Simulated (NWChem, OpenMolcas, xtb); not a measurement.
# C2H4Si (SMILES C#C[SiH3]): methods side by side

C2H4Si has 7 atoms, charge 0, and is taken as a singlet. SMILES: `C#C[SiH3]`. Geometry: relaxed at PBE0-D4/def2-TZVP.

Each level gives the HOMO–LUMO gap (eV). The values are calculated.

| level | kind | program | value (eV) |
| --- | --- | --- | --- |
| GFN2-xTB | semi-empirical | xtb | 5.42 |
| HF/6-311+G** | Hartree–Fock | NWChem | 12.42 |
| SVWN5/6-311+G** | LDA | OpenMolcas | 6.02 |
| BLYP/6-311+G** | GGA | NWChem | 6.03 |
| r2SCAN/6-311+G** | meta-GGA | OpenMolcas | 6.57 |
| PBE0/6-311+G** | global hybrid | OpenMolcas | 8.20 |
| wB97X/6-311+G** | range-separated hybrid | NWChem | 12.29 |
| B2PLYP/6-311+G** | double hybrid | NWChem | 9.90 |

The values span 5.42 to 12.42 eV. Orbital gaps aren't excitation energies, and those of double hybrids come from the SCF part alone; they tend to grow with the share of exact exchange.
